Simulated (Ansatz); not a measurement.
A nudged elastic band was laid between two geometries of C₂H₃ClFN (8 atoms, charge 0, multiplicity 1).

Level of theory: Ansatz, RKS PBE/def2-SVP.

```yaml
movable_images: 3
climbing_image: yes
spring: 5.0 eV/Å²
optimiser: quadratic models (default)
start_path: IDPP
force_threshold: 0.03 eV/Å
iteration_limit: 60
end_points: relaxed
```

Image 0:

```xyz
8
Properties=species:S:1:pos:R:3
C -1.059 0.322 0.021
N 0.334 0.579 -0.274
C 1.223 -0.279 -0.076
F 1.036 -1.523 0.420
Cl 2.903 -0.016 -0.414
H -1.425 1.094 0.730
H -1.267 -0.684 0.445
H -1.653 0.449 -0.909
```

Image 4:

```xyz
8
Properties=species:S:1:pos:R:3
C -1.017 0.385 0.019
N 0.046 -0.303 0.700
C 1.166 -0.541 0.200
F 2.118 -1.183 0.870
Cl 1.757 -0.126 -1.417
H -1.307 1.282 0.606
H -1.913 -0.270 -0.015
H -0.759 0.699 -1.018
```

Which bonds break or form, and what moves?

No bond is made or broken. The dihedral C1–N2–C3–Cl5 changes from 180 to 0° by way of a nearly straight angle C1–N2–C3 (up to 177°), not by a turn about the bond.

Give the energies along the band, and the barrier.

The forces met the threshold. The highest image is number 2 of 0 to 4, 0.49 eV above the first end and 0.59 eV above the last; the last end lies 0.10 eV below the first. Another band between the same ends (9 images) ends at a top of the same energy, where a vibrational analysis finds 1 clearly imaginary mode. So few images can step over the top or miss a turn of the path.

| image | path coordinate (Å) | energy (eV) | angle C1–N2–C3 (°) |
| --- | --- | --- | --- |
| 0 | 0.00 | 0.00 | 122 |
| 1 | 0.79 | 0.17 | 139 |
| 2 | 1.59 | 0.49 | 177 |
| 3 | 2.44 | 0.11 | 142 |
| 4 | 3.30 | -0.10 | 124 |

What is the geometry of the highest image?


```xyz
8
Properties=species:S:1:pos:R:3:forces:R:3
C -1.178 0.344 0.002 0.00 0.00 0.00
N 0.165 -0.059 -0.002 0.00 0.00 0.00
C 1.307 -0.456 0.031 0.00 0.00 -0.01
F 1.819 -1.394 0.871 0.00 0.00 0.00
Cl 2.667 0.074 -1.011 0.00 0.00 0.00
H -1.300 1.206 0.694 0.00 0.00 0.00
H -1.865 -0.457 0.358 0.00 0.00 0.00
H -1.522 0.685 -1.000 0.00 0.00 0.00
```

Time of the run: 2.5 min on 1 thread of AMD EPYC 7R43 64-Core Processor (Zen 3), on a shared host, peak memory 0.13 GiB.
